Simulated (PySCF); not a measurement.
# Calculated NMR parameters of C=C=CC=C

- Formula: C5H6
- SMILES: C=C=CC=C
- InChI: InChI=1S/C5H6/c1-3-5-4-2/h3,5H,1-2H2
- Point group of the computed structure: Cs
- Degrees of unsaturation: 3
- Carbon signals: 5
- Proton signals: 5

Structure with atom numbers: `[CH2:1]=[C:2]=[CH:3][CH:4]=[CH2:5]`. Each H is labelled by its parent atom. Ha(C5) is cis to C3; Hb(C5) is trans to C3.

A single conformation, gas phase, non-relativistic, averaged over atoms made equivalent by symmetry, fast rotation or ring inversion. Shieldings: GIAO PBE0/pcSseg-1; J couplings at B3LYP/pcJ-1 (without the spin–dipole term); GFN2-xTB structure; PySCF 2.14.

Referencing at the same level of theory: TMS for $^{1}$H and $^{13}$C.

```tsv
carbon	δC, type	δH (multiplicity, J in Hz)	HMBC from (abs. J ≥ 3 Hz)	span of the C tensor (ppm)
C1	79.6, CH2	5.17 (dtd, 8.4, 2.7, 1.3)	H(C3)	151
C2	226.8, C	–	H(C4), H(C1)	52
C3	100.5, CH	6.05 (dtd, 11.1, 8.4, 1.1)	H(C4), Ha(C5), Hb(C5), H(C1)	139
C4	141.6, CH	6.45 (dtt, 17.8, 11.3, 1.3)	–	225
C5	121.8, CH2	Ha(C5) 5.44 (dt, 17.8, 2.6); Hb(C5) 5.27 (dtd, 11.5, 2.8, 1.1)	H(C3)	204
```

Selected couplings (Hz, signed; the shortest-range and largest first, 30 at most; isotopes $^{13}$C, $^{1}$H): $^{1}J$(C1,H(C1)) 175.1, $^{1}J$(C3,H(C3)) 167.3, $^{1}J$(C5,Hb(C5)) 166.7, $^{1}J$(C4,H(C4)) 162.9, $^{1}J$(C5,Ha(C5)) 161.7, $^{1}J$(C1,C2) 113.1, $^{1}J$(C2,C3) 111.0, $^{1}J$(C4,C5) 78.1, $^{1}J$(C3,C4) 60.1, $^{2}J$(C1,C3) 8.7, $^{2}J$(C3,C5) 1.4, $^{3}J$(H(C4),Ha(C5)) 17.8, $^{3}J$(H(C4),Hb(C5)) 11.5, $^{3}J$(H(C3),H(C4)) 11.1, $^{3}J$(C2,C5) 8.3, $^{3}J$(C1,C4) 4.8, $^{4}J$(H(C1),H(C3)) -8.4, $^{4}J$(H(C3),Hb(C5)) -1.1.

- Carbon types of the structure: 1 × C, 2 × CH, 2 × CH2, which accounts for all hydrogens.
- δC 226.8: central carbon of an allene; the central sp carbon of an allene is among the most deshielded carbons of hydrocarbons.
- δC 141.6: alkene CH; the olefinic region.
- δC 121.8: terminal =CH2 carbon; as expected for a trigonal carbon in a double bond.
- δC 100.5, 79.6: terminal carbon of a cumulated C=C=C unit.
- δH 6.45: hydrogen on an alkene CH; attached to an sp2 carbon and in the plane of the double bond.
- The protons at 6.45 and 5.44 share a coupling of 17.8 Hz (vicinal, trans across C=C).
- The protons at 6.45 and 5.27 share a coupling of 11.5 Hz (vicinal, cis across C=C).
- The protons at 6.05 and 6.45 share a coupling of 11.1 Hz (vicinal).

Multiplet labels drop couplings under 1 Hz and merge nearly equal ones. Unscaled 3J(H,H) at this level run about 10 % above measured values. Shifts are as computed. Against solution values, carbons near 30 ppm lie about +3 ppm off and those near 130 ppm about +5 ppm. Of 1211 compounds with measured shifts, 218 miss one by over three times the rms of a fit or turn the order of signals round; such compounds aren't used in these exercises.
